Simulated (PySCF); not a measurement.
**CH5NS, a complex of two parts: interaction energy**

The task here is to estimate one member of a computed series from the others.

Programs: PySCF 2.14.0. All values are calculated, for the isolated system unless a continuum is named. Atoms count from 0, parts from 1.

## Starting point

8 atoms, charge 0, multiplicity 1; geometry: GFN2-xTB. Parts: 1 = atoms 0–3, `N`, charge 0; 2 = atoms 4–7, `C=S`, charge 0.

The first run:

What the job is given:

```
{"job": {"xc": "PBE0", "basis": "def2-SVPD", "d3": "d3bj", "grid": 2, "kind": "geom", "shake": 0.01}, "charge": 0, "multiplicity": 1, "parts": [{"atoms": "0-3", "charge": 0, "multiplicity": 1}, {"atoms": "4-7", "charge": 0, "multiplicity": 1}]}
N      0.032643    -0.214625     0.044629
H     -0.515376    -0.171822    -0.830040
H     -0.283761     0.615811     0.578111
H      1.026320    -0.080742    -0.194885
C     -0.069333    -3.087347     1.392903
S      1.027729    -4.173972     0.984832
H     -0.075000    -2.092580     0.956063
H     -0.801878    -3.302537     2.144987
```

Started as:

```sh
OMP_NUM_THREADS=1 python cluster_run.py task.json out
```

One launch serves the whole session: the jobs run in the order shown.

Among the steps run: Optimising the geometry at PBE0-D3(BJ)/def2-SVPD; Coupled-cluster interaction energy: CCSD(T) and MP2.

One of the session's tables, all rows but one given; the rest of the session is left out.

It belongs to the step «Coupled-cluster interaction energy: CCSD(T) and MP2». 

```
                 method  interaction energy (kcal/mol)
         HF/aug-cc-pVDZ                          -1.74
        MP2/aug-cc-pVDZ                          -2.29
       CCSD/aug-cc-pVDZ                          -2.09
    CCSD(T)/aug-cc-pVDZ                          -2.27
         HF/aug-cc-pVTZ                          -1.68
        MP2/aug-cc-pVTZ                          -2.58
    SCS-MP2/aug-cc-pVTZ                              ?
      MP2, extrapolated                          -2.73
CCSD(T), limit estimate                          -2.71
```

Estimate the missing values for SCS-MP2/aug-cc-pVTZ.

The run gave: interaction energy (kcal/mol): -2.12. In the column «interaction energy (kcal/mol)» it lies between CCSD(T)/aug-cc-pVDZ (-2.27) and CCSD/aug-cc-pVDZ (-2.09).
